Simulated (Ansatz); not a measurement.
## Rutile SnO2

Calculation: B3LYP (VWN-RPA form) (Ansatz, a first-principles code, plane waves, PAW).

Run with plane-wave cutoff 460 eV, 6×6×8 k mesh (along the axes of the cell as run), Fermi–Dirac smearing 0.01 eV, scalar-relativistic PAW data made under PBE.

Cell (measured lattice):

```
SnO2
1.0
    4.73735     0.00000     0.00000
    0.00000     4.73735     0.00000
    0.00000     0.00000     3.18640
Sn O
2 4
Direct
  0.00000   0.00000   0.00000
  0.50000   0.50000   0.50000
  0.30577   0.30577   0.00000
  0.80577   0.19423   0.50000
  0.19423   0.80577   0.50000
  0.69423   0.69423   0.00000
```

```yaml
band_gap: 3.26 eV (on the SCF k mesh)
```

Measured, for comparison: band gap 3.81 eV (zero-point renormalisation of 215 meV (computed, non-adiabatic AHC, without the lattice-expansion part) added back here to the 1.8 K gap of; inputs from Miglio et al. (2020), arXiv:2011.12765).

Note: cell and atoms aren't relaxed at this level (largest force component 0.03 eV/Å, pressure 7.6 GPa).

Spin–orbit coupling is not included.

Computed values are for the static lattice.

Cost on a shared machine: about 2.7 core-minutes (a rough figure).
